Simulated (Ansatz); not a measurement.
Geometry optimisation, UKS r2SCAN-D4/def2-SVP in Ansatz 0.2.0.

Input:

```yaml
crystal:
  periodic: [false, false, false]
  atoms:
    - { symbol: B, position_ang: [-1.18987, 0.27267, -0.92962] }
    - { symbol: C, position_ang: [-0.08846, -0.01151, 0.10255] }
    - { symbol: S, position_ang: [1.67748, -0.04674, -0.53772] }
    - { symbol: H, position_ang: [-2.33168, 0.33632, -0.73751] }
    - { symbol: H, position_ang: [-0.23074, -0.98803, 0.57161] }
    - { symbol: H, position_ang: [-0.08114, 0.74685, 0.88904] }
    - { symbol: H, position_ang: [2.2444, -0.30956, 0.64165] }
magnetization:
  spin_polarized: true
  initial_magnetization: 1
basis:
  gaussian: { orbitals: def2-SVP }
hamiltonian:
  xc: r2scan
  dispersion: d4
relax:
  f_tol: 0.015
  max_steps: 40
```

Launched with:

```bash
$ ansatz run input.yaml --threads 2 --pin off --max-ram 3072MiB --backend cpu --events-out ev --progress --plain --runs-dir out
```

Q: Where does it end, and by what steps?

A: It converged. After 4 steps the energy has fallen by 0.099 eV; H6 moved furthest, 0.07 Å.

```csv
step,energy less start (eV),largest force component (eV/Å),accepted
0,0.0000,1.223,yes
1,-0.0794,0.688,yes
2,-0.0967,0.190,yes
3,-0.0980,0.084,yes
4,-0.0987,0.015,yes
```

```xyz
7
Properties=species:S:1:pos:R:3
B -1.137 0.269 -0.934
C -0.042 -0.017 0.112
S 1.661 -0.041 -0.555
H -2.325 0.334 -0.733
H -0.300 -0.983 0.592
H -0.151 0.748 0.908
H 2.294 -0.309 0.611
```

The run took 13 s on 2 threads of Intel(R) Xeon(R) Platinum 8488C (Sapphire Rapids), on a shared host, peak memory 0.2 GiB.
